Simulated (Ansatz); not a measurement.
Molecular dynamics of H7NOSi

Input file:

```yaml
crystal:
  periodic: [false, false, false]
  atoms:
    - { symbol: Si, position_ang: [-0.234419, -0.551279, 0.083606] }
    - { symbol: O, position_ang: [1.485854, 0.275991, 0.024952] }
    - { symbol: H, position_ang: [0.188748, -1.794563, -0.615795] }
    - { symbol: H, position_ang: [-1.449698, -0.864088, 0.910951] }
    - { symbol: "N", position_ang: [-0.925388, 0.766046, -0.809564] }
    - { symbol: H, position_ang: [1.306481, -0.274081, 1.090463] }
    - { symbol: H, position_ang: [0.628437, -0.844027, 1.635469] }
    - { symbol: H, position_ang: [1.409777, 1.234888, 0.137519] }
    - { symbol: H, position_ang: [-0.476319, 1.194605, -1.610946] }
    - { symbol: H, position_ang: [-1.933473, 0.856609, -0.846755] }
basis:
  gaussian: { orbitals: def2-SVP }
hamiltonian:
  xc: pbe0
  dispersion: d4
md:
  timestep: 0.5
  n_steps: 200
  ensemble: nve
  temperature: 100.0
  initial_velocities: maxwell_boltzmann
  seed: 7028
```

Run as:

```bash
$ ansatz run input.yaml --threads 2 --pin off --max-ram 3072MiB --backend cpu --events-out ev --progress --plain --runs-dir out
```

It starts at the highest image of a converged band. Of that band: Neighbouring images differ by up to 1.6 eV, so the band resolves the path poorly. A vibrational analysis at the climbing image gives one clearly imaginary mode, 1348i cm⁻¹: a first-order saddle point.

Output, in part (step lines, the closing report, with atoms numbered from 0):

```
md step     0: t =     0.00 fs  T =   100.0 K  F+E_penalty+E_count = -11515.05503957 eV  E_kin = 0.103408 eV  conserved = -11514.95163157 eV  (23 SCF iters)
md step     1: t =     0.50 fs  T =    99.4 K  F+E_penalty+E_count = -11515.05438619 eV  E_kin = 0.102775 eV  conserved = -11514.95161160 eV  (23 SCF iters)
md step     2: t =     1.00 fs  T =    97.7 K  F+E_penalty+E_count = -11515.05261607 eV  E_kin = 0.101056 eV  conserved = -11514.95156010 eV  (22 SCF iters)
md step     3: t =     1.50 fs  T =    95.8 K  F+E_penalty+E_count = -11515.05054580 eV  E_kin = 0.099051 eV  conserved = -11514.95149456 eV  (22 SCF iters)
md step     4: t =     2.00 fs  T =    94.6 K  F+E_penalty+E_count = -11515.04922058 eV  E_kin = 0.097784 eV  conserved = -11514.95143623 eV  (23 SCF iters)
md step     5: t =     2.50 fs  T =    94.9 K  F+E_penalty+E_count = -11515.04958094 eV  E_kin = 0.098180 eV  conserved = -11514.95140106 eV  (25 SCF iters)
md step     6: t =     3.00 fs  T =    97.5 K  F+E_penalty+E_count = -11515.05222454 eV  E_kin = 0.100835 eV  conserved = -11514.95138964 eV  (25 SCF iters)
md step     7: t =     3.50 fs  T =   102.5 K  F+E_penalty+E_count = -11515.05738322 eV  E_kin = 0.105992 eV  conserved = -11514.95139113 eV  (25 SCF iters)
[... lines left out ...]
Total energy: -11516.09227819 eV, -423.2085853358 hartree
Atom 0 at    -1.359793    -1.025047     0.151510 Å, force     1.172502     0.809498    -0.423170 eV/Å
Atom 1 at     2.961673     1.392168    -0.438818 Å, force    -0.796511     2.003444    -0.846937 eV/Å
Atom 2 at    -0.546945    -1.806100     1.108083 Å, force    -0.138123    -0.399412     0.191237 eV/Å
Atom 3 at    -1.776702    -1.876635    -1.000475 Å, force    -0.039191    -0.072262    -0.029899 eV/Å
Atom 4 at    -0.306294     0.379426    -0.298967 Å, force    -1.484178    -0.226880     0.412385 eV/Å
Atom 5 at     2.283573     2.118202    -0.522276 Å, force     1.221032    -0.933180     0.004332 eV/Å
Atom 6 at    -2.593797    -0.479199     0.813714 Å, force     0.210033     0.002309    -0.055771 eV/Å
Atom 7 at     2.461847     0.804752     0.100724 Å, force    -0.615133    -1.114067     0.847284 eV/Å
Atom 8 at     0.160929     0.458747    -1.204225 Å, force    -0.185420    -0.289726     0.156053 eV/Å
Atom 9 at    -0.986738     1.146181    -0.220782 Å, force     0.654990     0.220274    -0.255512 eV/Å
Dipole moment:    -0.590982     0.115200    -0.063300 e Å
```

The steps, from the saved trajectory:

```tsv
time (fs)	T (K)	potential energy less start (eV)	conserved less start (meV/atom)
0	100	0.000	0.00
3	98	0.003	0.02
6	168	-0.070	0.02
9	286	-0.192	-0.02
12	496	-0.410	-0.11
15	619	-0.537	0.05
18	861	-0.788	-0.10
21	999	-0.931	-0.14
24	1019	-0.950	0.04
27	1144	-1.080	-0.04
30	1250	-1.190	-0.13
33	1249	-1.188	0.01
36	1259	-1.198	0.02
39	1252	-1.192	-0.10
42	1166	-1.103	-0.01
45	1135	-1.070	0.07
48	1188	-1.125	-0.03
51	1271	-1.212	-0.06
54	1332	-1.275	-0.01
57	1321	-1.263	-0.02
60	1315	-1.258	-0.08
63	1292	-1.233	-0.04
66	1249	-1.188	0.01
69	1280	-1.221	-0.06
72	1327	-1.270	-0.09
75	1306	-1.247	-0.02
78	1297	-1.238	-0.04
81	1295	-1.236	-0.09
84	1264	-1.204	-0.04
87	1242	-1.181	0.02
90	1249	-1.189	-0.04
93	1234	-1.173	-0.08
96	1151	-1.087	0.02
99	1105	-1.038	0.03
```

All steps were run. The conserved energy stayed within 0.15 meV per atom of its start (net change 0.012 meV per atom), so the integration is sound. The kinetic energy rose, since the run started high on the potential surface and went downhill. It ends in pieces (H2O + H5NSi), so much of that is their flight and rotation, not heat. A run of 0.1 ps of so small a system gives no equilibrium averages. The orbitals stay closed-shell, which can raise the energy where a bond breaks towards radicals; this wasn't checked here.

Between its relaxed ends the band would form Si1–H7, O2–H6 and break Si1–O2, H6–H7. These pairs go: Si1–H7 1.80 → 1.50 Å, O2–H6 1.21 → 1.00 Å, Si1–O2 1.91 → 4.99 Å, H6–H7 1.04 → 5.69 Å. In the last frame they stand as after the step (other bonds may differ from the relaxed reactants and products). It ends as H2O + H5NSi. Pairs count as bonded within 1.25 times the sum of covalent radii (0.12 Å more for H–H).

Last frame:

```xyz
10
Properties=species:S:1:pos:R:3
Si -1.360 -1.025 0.151
O 2.962 1.392 -0.439
H -0.547 -1.806 1.108
H -1.777 -1.877 -1.000
N -0.306 0.379 -0.299
H 2.284 2.118 -0.522
H -2.594 -0.479 0.814
H 2.462 0.805 0.101
H 0.161 0.459 -1.204
H -0.987 1.146 -0.221
```

Time of the run: 4.9 min on 2 threads of Intel(R) Xeon(R) Platinum 8488C (Sapphire Rapids), with other jobs on the host, peak memory 0.16 GiB.
